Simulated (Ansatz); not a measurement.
Basis-set series for OS (triplet). The species carries charge 0 and has multiplicity 3. All single points use the PBE0-D4/def2-TZVP geometry.

| functional | basis | functions | energy (Eh) | HOMO (eV) | LUMO (eV) |
| --- | --- | --- | --- | --- | --- |
| PBE0-D4 | def2-TZVPP | 73 | -473.19407 | -7.58 | -3.16 |
| PBE0-D4 | def2-QZVPP | 127 | -473.21140 | -7.64 | -3.23 |
| ωB97M-V | def2-TZVPP | 73 | -473.36964 | -9.62 | -1.05 |
| ωB97M-V | def2-QZVPP | 127 | -473.38609 | -9.70 | -1.18 |

Problem. Give the rows for def2-SVP. (Estimate.)

Solution. Computed: 
```json
{"functional": "PBE0-D4", "basis": "def2-SVP", "functions": "32", "energy (Eh)": "-472.95071", "HOMO (eV)": "-7.39", "LUMO (eV)": "-2.94"}
{"functional": "ωB97M-V", "basis": "def2-SVP", "functions": "32", "energy (Eh)": "-473.12572", "HOMO (eV)": "-9.42", "LUMO (eV)": "-0.69"}
```

HOMO and LUMO are taken over both spins.
